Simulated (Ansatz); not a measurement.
This geometry of C2H8Si (11 atoms, charge 0, multiplicity 1) is a first-order saddle point.

Method: RKS PBE-D4/def2-SVP in Ansatz 0.2.0.

```xyz
11
Properties=species:S:1:pos:R:3
C -1.235 0.944 -0.349
Si -0.224 -0.654 -0.259
C 1.455 -0.371 0.589
H -2.211 0.770 -0.846
H -0.692 1.723 -0.923
H -1.434 1.343 0.666
H -0.011 -1.185 -1.656
H -1.011 -1.697 0.494
H 2.297 -0.622 -0.087
H 1.559 -0.997 1.498
H 1.573 0.689 0.895
```

Question: Which two structures does it join? (They come from a converged band through this point; their orientation in space is the band's.)

Answer: No bond is made or broken. The dihedral C1–Si2–C3–H10 goes from -180 to 59°. The two ends are copies of one structure, up to a mirror image or an exchange of like atoms.

First end point:

```xyz
11
Properties=species:S:1:pos:R:3
C -1.062 0.978 -0.669
Si -0.312 -0.660 -0.088
C 1.362 -0.397 0.754
H -2.042 0.813 -1.160
H -0.396 1.483 -1.397
H -1.221 1.667 0.186
H -0.141 -1.581 -1.271
H -1.260 -1.333 0.874
H 2.086 0.076 0.060
H 1.792 -1.362 1.090
H 1.260 0.259 1.643
```

Last end point:

```xyz
11
Properties=species:S:1:pos:R:3
C -1.264 0.931 -0.246
Si -0.213 -0.641 -0.298
C 1.473 -0.370 0.519
H -2.249 0.770 -0.729
H -0.757 1.764 -0.774
H -1.446 1.251 0.801
H -0.015 -1.069 -1.731
H -0.942 -1.758 0.409
H 2.081 -1.297 0.498
H 1.354 -0.063 1.578
H 2.043 0.424 -0.006
```

Question: How far does it lie above each of them?

Answer: 6.5 kJ/mol above the first and 6.5 kJ/mol above the second. This is the barrier of this one path; another mechanism may lie lower.

Time of the run: 48 s on 1 thread of Arm Neoverse V1 (shared host), peak memory 0.11 GiB.
